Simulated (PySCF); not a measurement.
An unknown is described by computed data only.

Formula: C3H3O2; charge -1.

* XPS: C1s 285.6, C1s 285.7, C1s 287.8, O1s 530.6, O1s 530.6 eV [ΔSCF SCAN, pcX-2 on the ionised atom, pcseg-1 elsewhere, spin-free X2C]
* Rotational structure: rotational constants A, B, C: 11.174, 4.440, 3.178 GHz [PBE0-D3(BJ)/def2-SVP]
* 1H NMR: chemical shifts (computed TMS as zero) by class: 6.00 (1 H), 5.74 (1 H), 4.64 (1 H) ppm [GIAO PBE0/pcSseg-1]
* NMR, other nuclei: isotropic shieldings of nuclei other than C and H, by class: -33 (1 O), 34 (1 O) ppm [GIAO PBE0/pcSseg-1]
* 13C NMR: chemical shifts (computed TMS as zero) by class: 166.4 (1 C), 160.8 (1 C), 115.0 (1 C) ppm [GIAO PBE0/pcSseg-1]
* Couplings: largest of the computed one-bond spin–spin couplings (means over like bonds): 13C–1H +169.2, 13C–1H +154.4, 13C–1H +150.8, 13C–13C +75.1, 13C–13C +56.3, 17O–13C +29.2, 17O–13C +28.7 Hz [B3LYP/pcJ-1]

Electronic properties: PySCF, gas phase, density fitting. Levels stand in brackets. The structure is a single PBE0-D3(BJ)/def2-SVP conformer in the gas phase; no vibrational or solvent corrections. No diffuse functions stand in pcJ-1 and pcSseg-1, which bears on an anion's orbital energies. Each NMR value is the plain mean over a class of atoms that symmetry, rotation or inversion makes alike.

Problem. Propose a structure and show how it fits.

Solution. Numbering: `[CH2:1]=[CH:2][C:3](=[O:4])[O-:5]`. 3 carbons fall into 3 classes; from least to most shielded: carboxylate carbon [C3] (166.4 ppm), alkene CH carbon [C2] (160.8 ppm), terminal =CH2 carbon [C1] (115.0 ppm). Hydrogen classes from least to most shielded: 1 H on an alkene CH carbon, C2 (6.00 ppm), 1 H on a terminal =CH2 carbon, C1 (5.74 ppm), 1 H on a terminal =CH2 carbon, C1 (4.64 ppm). The other shieldings belong to: -33 ppm, carboxylate oxygen [O4]; 34 ppm, carboxylate oxygen [O5]. The couplings run between: +169.2 Hz, terminal =CH2 carbon [C1] and its hydrogen; +154.4 Hz, terminal =CH2 carbon [C1] and its hydrogen; +150.8 Hz, alkene CH carbon [C2] and its hydrogen; +75.1 Hz, terminal =CH2 carbon [C1] and alkene CH carbon [C2]; +56.3 Hz, alkene CH carbon [C2] and carboxylate carbon [C3]; +29.2 Hz, carboxylate oxygen [O5] and carboxylate carbon [C3]; +28.7 Hz, carboxylate oxygen [O4] and carboxylate carbon [C3]. The core levels belong to: C1s 285.6 eV, alkene CH carbon [C2]; C1s 285.7 eV, terminal =CH2 carbon [C1]; C1s 287.8 eV, carboxylate carbon [C3]; O1s 530.6 eV, carboxylate oxygen [O4]; O1s 530.6 eV, carboxylate oxygen [O5]. The hole state at 285.6 eV has ⟨S²⟩ = 0.84 against 0.75, so that value is less sure. The optimised geometry has point group Cs and is an asymmetric top. Structure: `C([O-])(=O)C=C`. The assignments are read from this structure; whether some other isomer fits the data as well wasn't checked.

Conformer computed: `[CH2:1]=[CH:2][C:3](=[O:4])[O-:5]`: C1–C2–C3–O4 -178°.
